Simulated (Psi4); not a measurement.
Process, species as SMILES: O(F)F + H+ → F[OH+]F
B3LYP-D3(BJ)/def2-TZVP geometries, fixed; electronic energies without zero-point terms; positive where energy is released.

Basis-set convergence of the proton affinity at MP2 with Psi4. Cartesian d functions, on some or all atoms, in 6-31G**; all else is spherical. Density fitting with the program's default auxiliary sets. Cores are frozen. Psi4's default fitting sets serve the pcseg sets less well. The proton sits at the site shown, which need not be the one that binds it best. No added dispersion term, no relativity. Functions are those of the species that has most. Reference: Hartree-Fock in aug-cc-pVQZ plus the correlation part extrapolated as X^-3 from aug-cc-pVTZ and aug-cc-pVQZ, 110.83 kcal/mol, itself unsure by roughly 0.28 kcal/mol (a third of the extrapolation step and of the last Hartree-Fock step). Deviations are taken from unrounded values.

```csv
basis,functions,proton affinity (kcal/mol),minus reference (kcal/mol)
6-31G,29,96.85,-13.98
def2-SV(P),44,102.91,-7.92
cc-pVDZ,47,113.61,2.77
6-31G**,50,115.77,4.94
6-311+G**,72,110.05,-0.79
def2-SVPD,77,109.70,-1.14
aug-pcseg-1,78,108.97,-1.86
"6-311++G(2d,2p)",91,110.94,0.11
pcseg-2,104,111.34,0.51
def2-TZVPD,129,110.01,-0.82
jun-cc-pV(T+d)Z,131,111.58,0.75
cc-pVQZ,195,112.40,1.56
def2-QZVPP,201,112.24,1.41
```
